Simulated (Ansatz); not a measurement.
Input file:

```yaml
crystal:
  periodic: [false, false, false]
  atoms:
    - {symbol: B, position_ang: [0.000000, 0.000000, 0.210955]}
    - {symbol: C, position_ang: [0.000000, 0.000000, -1.599045]}
    - {symbol: H, position_ang: [0.000000, 0.000000, 1.388091]}
basis:
  gaussian: {orbitals: 6-31G}
magnetization: {spin_polarized: true, initial_magnetization: 0}
correlation: {method: ccsdt_q, electrons: outside_noble_gas}
```

```sh
$ ansatz run in.yaml --threads 1 --pin off --events-out ev --progress --plain --max-ram 2393MiB
```

Log:

```
443 factors; integrals over basis functions are off by at most 1.2e-7 eV
mean field evaluation 1: about -1708.4404 eV, gradient 8.5e0 eV
mean field evaluation 2: about -1708.4409 eV, gradient 8.5e0 eV
mean field evaluation 4: about -1709.1476 eV, gradient 1.6e0 eV
mean field evaluation 8: about -1709.1811 eV, gradient 3.7e-3 eV
mean field evaluation 16: about -1709.2597 eV, gradient 5.0e-1 eV
mean field evaluation 32: about -1710.2894 eV, gradient 4.6e-3 eV
mean field evaluation 64: about -1710.2884 eV, gradient 5.2e-2 eV
mean field evaluation 96: about -1710.2891 eV, gradient 2.4e-2 eV
mean field evaluation 128: about -1710.0776 eV, gradient 2.3e-6 eV
mean field evaluation 160: about -1709.5469 eV, gradient 6.7e0 eV
...
cycle  17  -4.35134391 eV  change    1.7e-3 eV  update   2.0e-4
cycle  18  -4.35138433 eV  change   -4.0e-5 eV  update   4.6e-5
cycle  19  -4.35142900 eV  change   -4.5e-5 eV  update   2.3e-5
cycle  20  -4.35144456 eV  change   -1.6e-5 eV  update   1.0e-5
cycle  21  -4.35144362 eV  change    9.4e-7 eV  update   4.7e-6
cycle  22  -4.35144954 eV  change   -5.9e-6 eV  update   2.4e-6
cycle  23  -4.35145110 eV  change   -1.6e-6 eV  update   1.1e-6
cycle  24  -4.35145032 eV  change    7.8e-7 eV  update   6.7e-7
cycle  25  -4.35144892 eV  change    1.4e-6 eV  update   3.8e-7
cycle  26  -4.35144893 eV  change   -9.2e-9 eV  update   1.8e-7
perturbative correction -0.08181970 eV, -0.0030068185 hartree
WARN: the results are in doubt because among natural orbitals full CI differs from the method by +0.598 eV
Total energy: -1714.51088753 eV, -63.0071129795 hartree
In doubt: among natural orbitals full CI differs from the method by +0.598 eV
```

Ran on 1 thread of Arm Neoverse V1, shared host: 6.5 s wall, 0.13 GiB peak host memory.
